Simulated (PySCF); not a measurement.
Does the structure fit the spectrum?

A compound C$_{3}$H$_{7}$NO gives the data below (simulated from a calculation) and was assigned the structure `CNC(C)=O`.

13C{1H} NMR (computed): δ 177.2 (C), 30.3 (CH2), 10.5 (CH3).

1H NMR (300 MHz, computed): δ 4.80 (br, 1H), 4.61 (br, 1H), 2.15 (q, 2H), 1.05 (t, 3H).

- PBE0-D3(BJ)/def2-TZVP geometry
- B97-2/pcSseg-2 with gauge-including orbitals
- program: PySCF 2.14
- no solvent model, relativity neglected, one averaged value for each set of equivalent atoms, a single conformation

References, each an isolated molecule treated in the same way: TMS for 1H (σ = 31.64 ppm), 13C (σ = 185.38 ppm).

**Question.** Compare with the shifts computed for the proposed structure, pairing carbons in order of shift.

**Answer.** Structure with atom numbers: `[CH3:1][NH:2][C:3]([CH3:4])=[O:5]` (H(Xn): hydrogen on atom n).

```csv
atom,computed for proposal,given list,difference
C3,172.3,177.2,-4.9
C1,26.2,30.3,-4.1
C4,23.7,10.5,+13.2
```

The rms difference is 8.5 ppm and the largest +13.2 ppm at C4 (methyl carbon α to a carbonyl). The carbon types in order of shift don't match either: C, CH3, CH3 for the proposal against C, CH2, CH3 in the data. The proposal doesn't fit.

**Question.** Which isomer fits?

**Answer.** Propanamide (CCC(N)=O).

Carbon types of the structure: 1 × C, 1 × CH2, 1 × CH3, leaving 2 H on heteroatoms. δC 177.2: amide carbonyl carbon; it is a carbonyl in resonance with an O or N lone pair, the region of acids, esters and amides. δC 10.5: methyl carbon; saturated and bonded to C and H only. δH 4.80, 4.61: hydrogen on an amide-type nitrogen; exchangeable, gas-phase position. δH 2.15: hydrogen on an sp3 CH2 α to a carbonyl; α to C=O.

This is the structure that produced the data.

OH/NH shifts are gas-phase values; hydrogen bonding in solution moves them, usually downfield. Rotation about the amide-type C–N bond is slow at room temperature, so the two groups on nitrogen are listed apart. Shifts are as computed. Against solution values, carbons near 30 ppm lie about +3 ppm off and those near 130 ppm about +7 ppm. Of 1211 compounds with measured shifts, 218 miss one by over three times the rms of a fit or turn the order of signals round; such compounds aren't used in these exercises. Hydrogen bonding in solution deshields acid and N–H amide carbonyl carbons by as much as 10 ppm beyond these values. No couplings were computed; multiplicities are counted from neighbouring protons, with m where these are inequivalent, close in shift, in a saturated or five-membered ring or joined by F or P, and br s for small geminal =CH2 splittings.
